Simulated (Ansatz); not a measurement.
Ideal-gas functions of CH$_{4}$B$_{2}$ (`B1BC1`) at 800 K and 1 bar, from an Ansatz frequency run at PBE0-D4/def2-TZVP.

Molar mass 37.67 g/mol, point group Cs (symmetry number 1), electronic degeneracy 1, moments of inertia 18.819, 21.85, 40.669 u Å². Harmonic wavenumbers (cm⁻¹, unscaled): 339, 508, 701, 763, 813, 864, 896, 940, 1099, 1306, 1670, 2695, 2713, 2774, 3176.

Use S(trans) = R[1.5 ln M + 2.5 ln T − 1.1517]; rotational temperatures θ = 24.2544 K / I; S(rot) = R[ln(√π/σ · √(T³/θAθBθC)) + 1.5]; for each mode x = 1.438777 ν̃/T, S = R[x/(eˣ − 1) − ln(1 − e⁻ˣ)] and H = RT x/(eˣ − 1); 1 cm⁻¹ = 0.0119627 kJ/mol; R = 8.31446 J/(mol·K).

Q: By hand: the entropy, in J/(mol·K).

A: Translation 174.6. Rotation: θ = 1.2888, 1.11, 0.5964 K, giving 101.3. Vibration, mode by mode: 12.56, 9.35, 6.92, 6.31, 5.86, 5.44, 5.19, 4.87, 3.88, 2.90, 1.73, 0.38, 0.37, 0.34, 0.19, in all 66.3. Electronic 0.0. Sum 342.2 J/(mol·K).

Q: By hand: H − E and G − E in kJ/mol, counted from the electronic energy.

A: Zero-point energy ½ × 21257 × 0.0119627 = 127.1; thermal vibration 31.9; translation, rotation and pV give 4 RT = 26.6. H − E = 185.6 kJ/mol, and G − E = 185.6 − 800 × 342.2/1000 = -88.2 kJ/mol.

Vibration gives 19 % of the entropy.
